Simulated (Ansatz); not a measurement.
Geometry optimisation, Ansatz, UKS BLYP-D4/6-31G.

Input file:

```yaml
crystal:
  periodic: [false, false, false]
  atoms:
    - { symbol: C, position_ang: [-0.8527, 0.9344, -0.2519] }
    - { symbol: S, position_ang: [0.6316, 0.7553, 0.657] }
    - { symbol: Si, position_ang: [1.3148, -1.1557, -0.0213] }
    - { symbol: H, position_ang: [-1.5422, 0.199, -0.0244] }
    - { symbol: H, position_ang: [-0.7089, 0.9708, -1.3584] }
    - { symbol: H, position_ang: [-1.3469, 1.9567, 0.0048] }
    - { symbol: H, position_ang: [2.3692, -1.6507, 0.9787] }
    - { symbol: H, position_ang: [0.2273, -2.0669, -0.0403] }
magnetization:
  spin_polarized: true
  initial_magnetization: 1
basis:
  gaussian: { orbitals: "6-31G" }
hamiltonian:
  xc: blyp
  dispersion: d4
relax:
  f_tol: 0.015
  max_steps: 40
```

Command:

```bash
$ ansatz run input.yaml --threads 1 --pin off --max-ram 2048MiB --backend cpu --events-out ev --progress --plain --runs-dir out
```

Task: Where does it end, and by what steps?

Result: The run converged. Limits of this set-up: no polarisation functions. After 5 steps the energy has fallen by 0.636 eV; H8 moved furthest, 0.14 Å.

```tsv
step	energy less start (eV)	largest force component (eV/Å)	accepted
0	0.0000	3.760	yes
1	-0.4973	1.522	yes
2	-0.5438	0.608	yes
3	-0.6312	0.235	yes
4	-0.6347	0.110	yes
5	-0.6364	0.015	yes
```

```xyz
8
Properties=species:S:1:pos:R:3
C -0.932 1.010 -0.305
S 0.723 0.815 0.660
Si 1.394 -1.237 -0.042
H -1.589 0.157 -0.096
H -0.721 1.091 -1.379
H -1.383 1.940 0.065
H 2.415 -1.661 1.003
H 0.186 -2.172 0.038
```

Whether the end is a true minimum wasn't checked by a vibrational analysis.

Time of the run: 21 s on 1 thread of Intel(R) Xeon(R) Processor @ 2.70GHz, with other jobs on the host, peak memory 0.15 GiB.
